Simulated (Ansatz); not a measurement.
Geometry optimisation, RKS PBE0/def2-TZVP (Ansatz 0.2.0).

The input (input.yaml):

```yaml
crystal:
  periodic: [false, false, false]
  atoms:
    - { symbol: B, position_ang: [0.0, 0.0, 0.0] }
    - { symbol: O, position_ang: [0.0, 0.0, 1.41] }
    - { symbol: H, position_ang: [-0.9095, -0.2814, 1.7471] }
    - { symbol: "N", position_ang: [1.3423, 0.0, -0.775] }
    - { symbol: H, position_ang: [1.8089, -0.9179, -1.0268] }
    - { symbol: H, position_ang: [1.7937, 0.9179, -1.0532] }
    - { symbol: H, position_ang: [-1.0305, 0.0, -0.595] }
basis:
  gaussian: { orbitals: def2-TZVP }
hamiltonian:
  xc: pbe0
relax:
  f_tol: 0.02
  max_steps: 40
```

Command:

```bash
$ ansatz run input.yaml --threads 2 --pin off --max-ram 3072MiB --backend cpu --events-out ev --progress --plain --runs-dir out
```

Task: Where does it end, and by what steps?

Result: The run converged. After 8 steps the energy has fallen by 1.473 eV; H6 moved furthest, 0.87 Å.

```tsv
step	energy less start (eV)	largest force component (eV/Å)	accepted
0	0.0000	2.644	yes
1	-0.3247	3.109	yes
2	-0.4897	2.657	yes
3	-0.7315	1.737	yes
4	-1.0132	1.705	yes
5	-1.3191	0.888	yes
6	-1.4661	0.150	yes
7	-1.4725	0.072	yes
8	-1.4732	0.019	yes
```

```xyz
7
Properties=species:S:1:pos:R:3
B 0.058 0.069 -0.002
O -0.006 -0.521 1.234
H -0.866 -0.424 1.643
N 1.258 0.004 -0.714
H 2.076 -0.459 -0.355
H 1.374 0.414 -1.622
H -0.889 0.636 -0.477
```

Whether the end is a true minimum wasn't checked by a vibrational analysis.

Run time: 11 s on 2 threads of Arm Neoverse V2, with other jobs on the host, peak memory 0.17 GiB.
